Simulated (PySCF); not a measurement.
Aluminium: a sound run and one with changed settings

Sound run: Al [Ne] 3s2 3p1, Al⁺ [Ne] 3s2. All numbers are calculated (PySCF 2.14, scalar relativity by spin-free X2C-1e, in cc-pVTZ-DK (5s4p2d1f, 34 functions)). The sound run starts from symmetry-adapted Hartree-Fock orbitals and uses a fine grid where one is needed.

Changed run: 6 angular points. This setting is unsound on purpose.

```csv
species,method,sound run (hartree),changed run (hartree),converged
Al,UHF,-242.31440,-242.31440,yes
Al,LDA,-241.74399,-242.13005,yes
Al,PBE0,-242.69189,-243.03395,yes
Al⁺,UHF,-242.10908,-242.10908,yes
Al⁺,LDA,-241.52293,-241.53134,yes
Al⁺,PBE0,-242.46855,-242.47270,yes
```

Ionisation energy of Al:

| method | sound run (eV) | changed run (eV) |
| --- | --- | --- |
| UHF | 5.587 | 5.587 |

A coarse angular grid integrates products of high-l functions wrongly, so density functionals can shift, and the SCF can exploit the error; Hartree-Fock and MP2 need no grid.

For comparison, NIST gives 5.986 eV between the lowest levels.
